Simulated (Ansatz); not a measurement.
`SBCl` + H₂O → `OBCl` + H₂S at 700 K and 1 bar (formal hydrolysis of a B–S bond).

Calculated with Ansatz (gas phase, PBE0-D4/def2-TZVP geometries, no zero-point term in ΔE). CCSD(T)/CBS is extrapolated from def2-TZVPP and def2-QZVPP, frozen cores. One conformer a species, not always the lowest.

| species | CCSD(T)/CBS energy (Eh) | H − E (kJ/mol) | S (J/(mol·K)) |
| --- | --- | --- | --- |
| `SBCl` | -883.60902 | 104.6 | 340.2 |
| H₂O | -76.37685 | 80.5 | 218.4 |
| `OBCl` | -561.03735 | 114.9 | 320.4 |
| H₂S | -398.97119 | 64.8 | 236.9 |

H − E and S are ideal-gas, rigid-rotor, harmonic terms from PBE0-D4/def2-TZVP, for one conformer and one mirror image of each species. 1 Eh = 2625.50 kJ/mol, R = 8.31446 J/(mol·K).

**Question.** By hand: ΔE, ΔH, ΔS and ΔG.

**Answer.** ΔE = (-561.03735) + (-398.97119) − (-883.60902) − (-76.37685) = -0.02267 Eh = -59.5 kJ/mol. Δ(H − E) = 114.9 + 64.8 − 104.6 − 80.5 = -5.4, so ΔH = -64.9 kJ/mol. ΔS = 320.4 + 236.9 − 340.2 − 218.4 = -1.3 J/(mol·K). ΔG = -64.9 − 700 × (-1.3)/1000 = -64.0 kJ/mol.

**Question.** By hand: the equilibrium constant, and the temperature at which ΔG would vanish if ΔH and ΔS stayed fixed.

**Answer.** log₁₀ K = −ΔG/(RT ln 10) = 4.8. ΔG = 0 at ΔH/ΔS = 49923 K, far beyond where these terms or the molecules hold.

The number of gas molecules stays the same, so ΔS is small and ΔH decides. A doubt of 5 kJ/mol in ΔE shifts log₁₀ K by 0.4 here. Other conformers and mirror images would add mixing entropy, several J/(mol·K) or more a flexible species. These are equilibria of isolated gas molecules and say nothing of rates. Largest T1 diagnostic: 0.013 (customary marks: 0.02 for closed shells, 0.045 for open ones).
